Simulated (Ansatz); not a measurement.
# quartet AlO: levels of theory compared

Wanted: a comparison of 6 runs (U-r2SCAN/3-21G, U-wB97M-V/6-31G, UBHLYP/3-21G, UBHLYP/6-31G, RPA@PBE/3-21G, UCCSD(T)/6-31G) of quartet AlO. 

Program for the calculation: Ansatz 0.2.0.

74 further runs of the same task are left out: 3 that didn't finish, 71 set aside as unsound or not needed.

## (1) The structure to begin with

The species is AlO (2 atoms), meant as a quartet with charge 0. SMILES of the parent species: `[O]=[Al]`. The shape comes from GFN2-xTB, which is rough for such elements, and wasn't checked as a minimum. That shape belongs to the parent species and isn't relaxed for this state.

Bond lengths: O1–Al2 1.570 Å.

## (2) The energy at U-r2SCAN/3-21G (run 1)

in.yaml

```yaml
crystal:
  periodic: [false, false, false]
  atoms:
    - {symbol: O, position_ang: [0.000000, 0.000000, 0.000000]}
    - {symbol: Al, position_ang: [0.000000, 0.000000, 1.570050]}
basis:
  gaussian:
    orbitals: 3-21G.json
magnetization:
  spin_polarized: true
  initial_magnetization: 3
hamiltonian:
  xc: r2scan
accuracy: high
```

The basis set 3-21G is read from a file made from the Basis Set Exchange's data (not shown).

The run is started by

```sh
$ ansatz run in.yaml --threads 1 --pin off --max-ram 2610MiB --events-out events.jsonl --progress --plain --runs-dir runs
```

Log:

```text
Warning: RAYON_NUM_THREADS=1 ignored (pool sized by the plan → 1); use --threads N
Functional definition: r2SCAN
  name "r2SCAN"
  parameter k0 = 0.174
  parameter k1 = 0.065
  parameter a1 = 4.9479
  exchange = r2scan_x(k0 = k0, k1 = k1, a1 = a1)
  correlation = r2scan_c
411 factors; integrals over basis functions are off by at most 4.9e-9 eV
mean field evaluation 1: about -8586.6000 eV, gradient 2.0e1 eV
mean field evaluation 2: about -8572.8264 eV, gradient 5.5e1 eV
mean field evaluation 4: about -8588.3492 eV, gradient 9.5e-1 eV
mean field evaluation 8: about -8588.3510 eV, gradient 1.5e-3 eV
mean field evaluation 16: about -8588.3510 eV, gradient 4.6e-7 eV
mean field evaluation 32: about -8588.3612 eV, gradient 2.1e-1 eV
mean field evaluation 64: about -8587.9937 eV, gradient 6.4e-3 eV
mean field -8588.35097158 eV, -315.6160768122 hartree, gradient 5.4e-8 eV, S^2 3.751543; 6 other end points of the search recorded, 0 dependent functions left out
reference -8588.35097575 eV, -315.6160769656 hartree; 12, 9 occupied and 10, 13 virtual orbitals, 411 factors
Total energy: -8588.35097575 eV, -315.6160769656 hartree
```

It took 2.7 s on 1 thread of AMD EPYC 9R45 (Zen 5), shared host; peak memory 0.19 GiB.

## (3) A single-point energy at U-wB97M-V/6-31G (run 2)

input.yaml

```yaml
crystal:
  periodic: [false, false, false]
  atoms:
    - symbol: O
      position_ang: [0.000000, 0.000000, 0.000000]
    - symbol: Al
      position_ang: [0.000000, 0.000000, 1.570050]
basis:
  gaussian: {orbitals: 6-31G}
magnetization: {spin_polarized: true, initial_magnetization: 3}
hamiltonian: {xc: {name: wB97M-V}}
accuracy: high
```

The run is started by

```sh
$ ansatz run input.yaml --threads 1 --pin off --max-ram 2610MiB --events-out events.jsonl --progress --plain --runs-dir runs
```

Log, shortened:

```text
Warning: RAYON_NUM_THREADS=1 ignored (pool sized by the plan → 1); use --threads N
Functional definition: wB97M-V
  name "wB97M-V"
[...]
  gx(w, u) = 1 - cx + cx01*u + cx10*w
  gss(w, u) = css00 + css04*u^4 + css10*w + css20*w^2 + css43*w^4*u^3
  gos(w, u) = cos00 + cos10*w + (cos20 + cos21*u)*w^2 + (cos60 + cos61*u)*w^6
[...]
      + integral(e_c_pw_mod_opposite_spin*gos(b97_w_opposite, b97_u_opposite)) + vv10(b, c)
415 factors; integrals over basis functions are off by at most 2.7e-9 eV
161 factors; integrals over basis functions are off by at most 9.8e-10 eV
[...]
mean field -8635.66241917 eV, -317.3547404423 hartree, gradient 2.1e-8 eV, S^2 3.752070; 4 other end points of the search recorded, 0 dependent functions left out
reference -8635.66242168 eV, -317.3547405344 hartree; 12, 9 occupied and 10, 13 virtual orbitals, 415 factors
Total energy: -8635.66242168 eV, -317.3547405344 hartree
```

Wall time 12 s (1 thread of AMD EPYC 9R45 (Zen 5), shared host); peak memory 0.4 GiB.

## (4) The energy at UBHLYP/3-21G (run 3)

Changes to in.yaml since step 2:

```diff
@@ -11,4 +11,4 @@
   initial_magnetization: 3
+accuracy: high
 hamiltonian:
-  xc: r2scan
-accuracy: high
+  xc: {name: BHLYP}
```

The basis set 3-21G is read from a file made from the Basis Set Exchange's data (not shown).

The run is started by

```sh
$ ansatz run in.yaml --threads 1 --pin off --max-ram 2610MiB --events-out events.jsonl --progress --plain --runs-dir runs
```

Log:

```text
Warning: RAYON_NUM_THREADS=1 ignored (pool sized by the plan → 1); use --threads N
Functional definition: BHLYP
  name "BHLYP"
  parameter a = 0.5
  exchange = (1 - a)*b88_x + a*exact_x
  correlation = lyp_c
411 factors; integrals over basis functions are off by at most 4.9e-9 eV
mean field evaluation 1: about -8588.6990 eV, gradient 1.4e1 eV
mean field evaluation 2: about -8588.7781 eV, gradient 1.4e1 eV
mean field evaluation 4: about -8589.5347 eV, gradient 3.8e-1 eV
mean field evaluation 8: about -8589.5968 eV, gradient 3.1e-2 eV
mean field evaluation 16: about -8589.5969 eV, gradient 1.0e-4 eV
mean field evaluation 32: about -8589.9209 eV, gradient 1.3e-8 eV
mean field -8589.92086357 eV, -315.6737692787 hartree, gradient 2.6e-8 eV, S^2 3.752542; 4 other end points of the search recorded, 0 dependent functions left out
reference -8589.92088059 eV, -315.6737699042 hartree; 12, 9 occupied and 10, 13 virtual orbitals, 411 factors
Total energy: -8589.92088059 eV, -315.6737699042 hartree
```

Wall time 1.3 s (1 thread of AMD EPYC 9R45 (Zen 5), shared host); peak memory 0.13 GiB.

Runs 4 to 5 aren't shown in full; the table further down has their settings and results.

## (5) A single-point energy at UCCSD(T)/6-31G (run 6)

molecule.yaml

```yaml
crystal:
  periodic: [false, false, false]
  atoms:
    - {symbol: O, position_ang: [0.000000, 0.000000, 0.000000]}
    - {symbol: Al, position_ang: [0.000000, 0.000000, 1.570050]}
basis:
  gaussian:
    orbitals: 6-31G
magnetization:
  spin_polarized: true
  initial_magnetization: 3
correlation:
  method: ccsd_t
  frozen_orbitals: {Al: 5, O: 1}
accuracy: high
scf:
  omitted_lower_state_checks: [cluster_reference, increment]
```

The run is started by

```sh
$ ansatz run molecule.yaml --threads 1 --pin off --max-ram 2610MiB --events-out events.jsonl --progress --plain --runs-dir runs
```

Log:

```text
Warning: RAYON_NUM_THREADS=1 ignored (pool sized by the plan → 1); use --threads N
[... 21 lines left out ...]
6 core orbitals not correlated: weight in the atoms' cores, before any rotation towards them, 1.000 or more for the frozen orbitals, at most 0.000 for the correlated occupied ones
[... 39 lines left out ...]
Total energy: -8617.83077030 eV, -316.6994394330 hartree
Checks for a lower state left out: cluster_reference, increment
```

Run time: 0.46 s. Hardware: 1 thread of AMD EPYC 9R45 (Zen 5), shared host.

## (6) All runs side by side

| run | level | frozen core orbitals | energy (Eh) | ⟨S²⟩ | wall time |
| --- | --- | --- | --- | --- | --- |
| 1 | U-r2SCAN/3-21G | – | -315.616077 | 3.752 | 2.7 s |
| 2 | U-wB97M-V/6-31G | – | -317.354741 | 3.752 | 12 s |
| 3 | UBHLYP/3-21G | – | -315.673770 | 3.753 | 1.3 s |
| 4 | UBHLYP/6-31G | – | -317.369923 | 3.753 | 1.5 s |
| 5 | RPA@PBE/3-21G | 6 | -315.076642 | 3.751 | 2 s |
| 6 | UCCSD(T)/6-31G | 6 | -316.699439 | 3.753 | 0.46 s |

## (7) Summary of results

```
                                          quantity          value
                               run 6: total energy  -316.69944 Eh
run 6: correlation energy (6 core orbitals frozen)     -108.9 mEh
                             run 6: (T) correction      -3.37 mEh
          run 6: ⟨S²⟩ of the reference determinant          3.753
                              run 6: T1 diagnostic          0.022
```

What this shows: Totals of different functionals can't be ranked against each other. All runs together took 20 s, the longest 12 s.
